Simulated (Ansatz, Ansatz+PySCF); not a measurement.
```xyz
2

C     0.0000    0.0000   -1.2058
S     0.0000    0.0000    0.4522
```

RHF on singlet CS was run in several spherical basis sets with Ansatz (development build ahead of 0.2.0).

Problem. Rank the basis sets by the total energy that they give, lowest first, with the distance from the lowest.
A. cc-pVTZ
B. def2-TZVP
C. 6-31G(d)
D. cc-pVDZ
E. def2-SVP

Solution. A (0.00 eV), B (0.12 eV), D (0.58 eV), C (1.35 eV), E (5.17 eV).

Totals follow the description of the cores as much as that of the bonds, so this order isn't one of quality for chemistry.
